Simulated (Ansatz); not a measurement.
# C₂H₃F₂N: up Jacob's ladder to CCSD(T)

The task here is to estimate one member of a computed series from the others.

Computed with Ansatz 0.2.0, Gaussian basis. Level: functionals in def2-TZVPP, the program's frozen cores in correlated methods.

Plan: LDA (SPW92), PBE-D4, revPBE-D4, BLYP-D4, r2SCAN-D4, B97M-V, PBE0-D4, B3LYP-D4, r2SCANh-D4, r2SCAN0-D4, HSE06-D4, BHLYP-D4, CAM-B3LYP-D4, LC-ωPBE, ωB97X-V, ωB97M-V, B2PLYP, PBE-QIDH; CCSD(T)/def2-SVP; CCSD(T)/def2-TZVPP; MP2/def2-QZVPP; extrapolation to the limit; RPA on PBE.

## The geometry

The geometry comes from an earlier relaxation with PBE0-D4 in a triple-zeta def2 set; it is a stationary point, not always the lowest conformer.

SMILES `F/C=N\CF`, 8 atoms, charge 0, spin multiplicity 1.

Atoms are counted from 1 here; the program's logs count them from 0.

Bond lengths: F1–C2 1.335 Å, C2–N3 1.239 Å, C2–H6 1.087 Å, N3–C4 1.409 Å, C4–F5 1.379 Å, C4–H7 1.095 Å, C4–H8 1.095 Å. Angles: F1–C2–N3 126.7°, F1–C2–H6 110.8°, N3–C2–H6 122.5°, C2–N3–C4 128.4°, N3–C4–F5 116.2°, N3–C4–H7 108.1°, N3–C4–H8 108.1°, F5–C4–H7 107.5°, F5–C4–H8 107.5°, H7–C4–H8 109.2°.

Set-up of the first run:

The input, in.yaml:

```yaml
crystal:
  periodic: [false, false, false]
  atoms:
    - {symbol: F, position_ang: [-1.097979, 1.596840, -0.144360]}
    - {symbol: C, position_ang: [-0.739461, 0.729550, 0.805742]}
    - {symbol: N, position_ang: [0.001889, -0.254266, 0.669252]}
    - {symbol: C, position_ang: [0.648218, -0.708128, -0.497650]}
    - {symbol: F, position_ang: [0.433389, 0.032233, -1.641004]}
    - {symbol: H, position_ang: [-1.190591, 0.992976, 1.758878]}
    - {symbol: H, position_ang: [0.310433, -1.729706, -0.698321]}
    - {symbol: H, position_ang: [1.726201, -0.716498, -0.308237]}
basis:
  gaussian: {orbitals: def2-TZVPP}
hamiltonian: {xc: lda}
output: {orbitals: {seedname: orbitals}}
```

Steps of the session up to this table: LDA; PBE-D4 (GGA); revPBE-D4 (GGA); BLYP-D4 (GGA); r2SCAN-D4 (meta-GGA); B97M-V (meta-GGA); PBE0-D4 (hybrid); B3LYP-D4 (hybrid); r2SCANh-D4 (hybrid); r2SCAN0-D4 (hybrid); HSE06-D4 (hybrid); BHLYP-D4 (hybrid); CAM-B3LYP-D4 (range-separated); LC-ωPBE (range-separated); ωB97X-V (range-separated); ωB97M-V (range-separated); B2PLYP (double hybrid); PBE-QIDH (double hybrid).

One table of the session follows, with a row left open; its other results are not shown here.

It belongs to the step «Orbital energies across the functionals». 

| functional | HOMO (eV) | gap (eV) |
| --- | --- | --- |
| LDA (SPW92) | -7.36 | 5.76 |
| PBE-D4 | -7.18 | 5.84 |
| revPBE-D4 | -7.11 | 5.87 |
| BLYP-D4 | -7.09 | 5.83 |
| r2SCAN-D4 | -7.54 | 6.44 |
| B97M-V | -7.71 | 6.68 |
| PBE0-D4 | -8.79 | 8.54 |
| B3LYP-D4 | -8.54 | 7.99 |
| r2SCANh-D4 | -8.14 | 7.44 |
| r2SCAN0-D4 | ? | ? |
| HSE06-D4 | -8.38 | 7.75 |
| BHLYP-D4 | -10.17 | 11.09 |
| CAM-B3LYP-D4 | -10.27 | 11.18 |
| LC-ωPBE | -11.61 | 13.79 |
| ωB97X-V | -11.24 | 13.35 |
| ωB97M-V | -11.14 | 13.14 |

**Question.** Estimate the row for r2SCAN0-D4.

Worked estimate for «HOMO (eV)». Against the share of exact exchange, r2SCAN-D4 (0, -7.54), r2SCANh-D4 (0.1, -8.14) give a slope of -6.00 per unit share; at 0.25 the line stands at -9.04.

As computed: HOMO (eV): -9.03; gap (eV): 8.93. In «HOMO (eV)» the line misses by -0.01.
